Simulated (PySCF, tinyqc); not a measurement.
Inside a calculation. Method: RHF in the sto-3g basis, for H2O, spin multiplicity 1. The lowest restricted solution is unstable here: a spin-polarised one lies 0.0010 hartree lower (PySCF). One step of it, computed by the program tinyqc.

Task: Iteration 1: diagonalisation and new density. Diagonalise F' = X^T F X, C = X C', fill 5 alpha and 5 beta electrons from the bottom; D = 2 C_occ C_occ^T. Each column has its largest component positive (the first on a tie).

Fock matrix F (hartree), order 1O 1s, 1O 2s, 1O 2px, 1O 2py, 1O 2pz, 2H 1s, 3H 1s:
$$\begin{pmatrix}
-19.374707 & -4.994441 & 0.000000 & 0.000000 & -0.018885 & -0.550739 & -0.550739 \\
-4.994441 & -1.903743 & 0.000000 & 0.000000 & -0.090226 & -0.538103 & -0.538103 \\
0.000000 & 0.000000 & 0.103104 & 0.000000 & 0.000000 & 0.000000 & 0.000000 \\
0.000000 & 0.000000 & 0.000000 & 0.065225 & 0.000000 & -0.256462 & 0.256462 \\
-0.018885 & -0.090226 & 0.000000 & 0.000000 & 0.081591 & -0.175413 & -0.175413 \\
-0.550739 & -0.538103 & 0.000000 & -0.256462 & -0.175413 & -0.187952 & -0.130131 \\
-0.550739 & -0.538103 & 0.000000 & 0.256462 & -0.175413 & -0.130131 & -0.187952
\end{pmatrix}$$

X, order 1O 1s, 1O 2s, 1O 2px, 1O 2py, 1O 2pz, 2H 1s, 3H 1s:
$$\begin{pmatrix}
1.023042 & -0.131292 & 0.000000 & 0.000000 & -0.004190 & 0.015486 & 0.015486 \\
-0.131292 & 1.096692 & 0.000000 & 0.000000 & 0.036573 & -0.161747 & -0.161747 \\
0.000000 & 0.000000 & 1.000000 & 0.000000 & 0.000000 & 0.000000 & 0.000000 \\
0.000000 & 0.000000 & 0.000000 & 1.048193 & 0.000000 & -0.135354 & 0.135354 \\
-0.004190 & 0.036573 & 0.000000 & 0.000000 & 1.017889 & -0.079438 & -0.079438 \\
0.015486 & -0.161747 & 0.000000 & -0.135354 & -0.079438 & 1.071221 & -0.031333 \\
0.015486 & -0.161747 & 0.000000 & 0.135354 & -0.079438 & -0.031333 & 1.071221
\end{pmatrix}$$

Give: F' = X^T F X; orbital energies; coefficients C; D after iteration 1.

Result:

F' = X^T F X (hartree):
$$\begin{pmatrix}
-19.000 & -2.669 & 0.000 & 0.000 & -0.032 & -0.024 & -0.024 \\
-2.669 & -0.870 & 0.000 & 0.000 & 0.003 & -0.327 & -0.327 \\
0.000 & 0.000 & 0.103 & 0.000 & 0.000 & 0.000 & 0.000 \\
0.000 & 0.000 & 0.000 & 0.215 & 0.000 & -0.306 & 0.306 \\
-0.032 & 0.003 & 0.000 & 0.000 & 0.135 & -0.178 & -0.178 \\
-0.024 & -0.327 & 0.000 & -0.306 & -0.178 & 0.032 & -0.054 \\
-0.024 & -0.327 & 0.000 & 0.306 & -0.178 & -0.054 & 0.032
\end{pmatrix}$$

orbital energies (hartree): MO1 -19.385, MO2 -0.780, MO3 -0.288, MO4 -0.018, MO5 0.103, MO6 0.427, MO7 0.588

coefficients C, order 1O 1s, 1O 2s, 1O 2px, 1O 2py, 1O 2pz, 2H 1s, 3H 1s:
$$\begin{pmatrix}
0.994 & -0.220 & 0.000 & 0.123 & 0.000 & -0.113 & 0.000 \\
0.026 & 0.796 & 0.000 & -0.555 & 0.000 & 0.576 & 0.000 \\
0.000 & 0.000 & 0.000 & 0.000 & 1.000 & 0.000 & 0.000 \\
0.000 & 0.000 & 0.539 & 0.000 & 0.000 & 0.000 & 0.919 \\
0.002 & 0.114 & 0.000 & 0.722 & 0.000 & 0.718 & 0.000 \\
-0.004 & 0.253 & 0.502 & 0.346 & 0.000 & -0.624 & -0.611 \\
-0.004 & 0.253 & -0.502 & 0.346 & 0.000 & -0.624 & 0.611
\end{pmatrix}$$

D after iteration 1, order 1O 1s, 1O 2s, 1O 2px, 1O 2py, 1O 2pz, 2H 1s, 3H 1s:
$$\begin{pmatrix}
2.103 & -0.436 & 0.000 & 0.000 & 0.131 & -0.035 & -0.035 \\
-0.436 & 1.884 & 0.000 & 0.000 & -0.620 & 0.018 & 0.018 \\
0.000 & 0.000 & 2.000 & 0.000 & 0.000 & 0.000 & 0.000 \\
0.000 & 0.000 & 0.000 & 0.581 & 0.000 & 0.542 & -0.542 \\
0.131 & -0.620 & 0.000 & 0.000 & 1.069 & 0.558 & 0.558 \\
-0.035 & 0.018 & 0.000 & 0.542 & 0.558 & 0.872 & -0.137 \\
-0.035 & 0.018 & 0.000 & -0.542 & 0.558 & -0.137 & 0.872
\end{pmatrix}$$
